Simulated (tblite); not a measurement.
Start geometry of `Sc1[c]ccs1` [radical] from a force field or distance geometry (Å):
```
atom  x, y, z in Å
S1     2.6920   -0.4989    0.2556
C2     0.9637   -0.1144   -0.0805
C3     0.0101   -1.0185   -0.3382
C4    -1.2514   -0.6082   -0.5793
C5    -1.5414    0.7085   -0.5205
S6     0.1067    1.3583   -0.1367
H7     3.5540    0.3248   -0.5204
H8    -2.0609   -1.3482   -0.7936
H9    -2.4592    1.2025   -0.6804
```

Q: What comes out of this run: GFN2-xTB geometry optimisation, gas phase in tblite 0.8.0?

A: 
```
atom  x, y, z in Å
S1     2.697   -0.551   -0.029
C2     0.980   -0.305   -0.248
C3    -0.009   -1.187   -0.343
C4    -1.308   -0.700   -0.518
C5    -1.307    0.659   -0.555
S6     0.277    1.332   -0.379
H7     3.007    0.745   -0.038
H8    -2.185   -1.312   -0.609
H9    -2.139    1.324   -0.675
```

The energy falls by 90.8 kJ/mol over 60 L-BFGS steps, the largest force on an atom goes from 4.31 to 0.009 eV/Å, and the atoms move by 0.367 Å rms after alignment. The bond that changes most is S1–H7 (ends: sulfur bonded to C and H; hydrogen on sulfur), which shortens by 0.090 Å. Bonds longer at the end by more than 0.005 Å: 4 of 9; shorter: 5. Among the angles that change most is C2–S1–H7, from 110.8° to 95.2°. Among the dihedrals that turn most is H7–S1–C2–S6, from -49° to -1°. Rotational constants go from 6329, 1697, 1345 to 5661, 1854, 1397 MHz. The orientation of the end geometry is arbitrary; only internal coordinates are fixed.

Time: 0.3 s wall. Hardware: one thread, Arm Neoverse V1 (aarch64), on a shared host.

Its GFN2-xTB frequencies are all real (lowest 140 cm⁻¹).

One conformer stands for the species.

The numbers are calculated, not measured.
